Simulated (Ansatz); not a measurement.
# CAlP: the cost of one run

Computed with Ansatz 0.2.0, Gaussian basis. Level: def2-QZVPP, core rule «outside noble gas», up to 11 orbitals frozen.

The runs, in order: UHF; ROHF; CCSD(T) on UHF.

2 further runs of the same task are left out: 2 set aside as unsound or not needed.

### 1 The geometry

The geometry is a PBE0/def2-TZVP stationary point (not a proven minimum) of the parent state, kept for this charge and spin.

3 atoms, charge 0, spin multiplicity 3.

Atoms are counted from 1 here; the program's logs count them from 0.

Bond lengths: Al1–C3 1.984 Å, P2–C3 1.554 Å. Angles: Al1–C3–P2 180.0°.

### 2 UHF

Input file in.yaml:

```yaml
crystal:
  periodic: [false, false, false]
  atoms:
    - {symbol: Al, position_ang: [0.000000, 0.000000, 1.840546]}
    - {symbol: P, position_ang: [0.000000, 0.000000, -1.697047]}
    - {symbol: C, position_ang: [0.000000, 0.000000, -0.143499]}
basis:
  gaussian: {orbitals: "def2-QZVPP.json"}
magnetization: {spin_polarized: true, initial_magnetization: 2}
hamiltonian: {xc: hf}
output: {orbitals: {seedname: orbitals}}
```

Run with:

```console
$ ansatz run in.yaml --threads 1 --pin off --events-out ev --progress --plain --max-ram 2393MiB
```

What time and memory should one allow on 1 thread of Arm Neoverse V1, shared host?

About 65 s, with a peak of 0.55 GiB.
